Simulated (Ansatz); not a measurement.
Input file:

```yaml
crystal:
  periodic: [false, false, false]
  atoms:
    - {symbol: C, position_ang: [0.000000, -0.114917, 0.000000]}
    - {symbol: H, position_ang: [0.000000, 0.684683, -0.773515]}
    - {symbol: H, position_ang: [0.000000, 0.684683, 0.773515]}
basis:
  gaussian: {orbitals: "6-31++G**"}
hamiltonian: {xc: pbe}
correlation: {method: fic_mrcisd_q, electrons: valence, active_space: {window: {electrons: 2, orbitals: 2}}}
accuracy: high
scf: {lower_state_search: full}
```

```sh
$ ansatz run in.yaml --threads 1 --pin off --events-out ev --progress --plain --max-ram 2393MiB
```

Q: One thing in this input was set wrong on purpose, beside settings that are merely unusual. What is the gravest fault, and what does the program do?

A: Active space on a functional. How the run ends: refused.
```
Error: invalid value for `correlation.active_space`: it starts from restricted Hartree–Fock orbitals; set hamiltonian.xc: hf without magnetization.spin_polarized
```
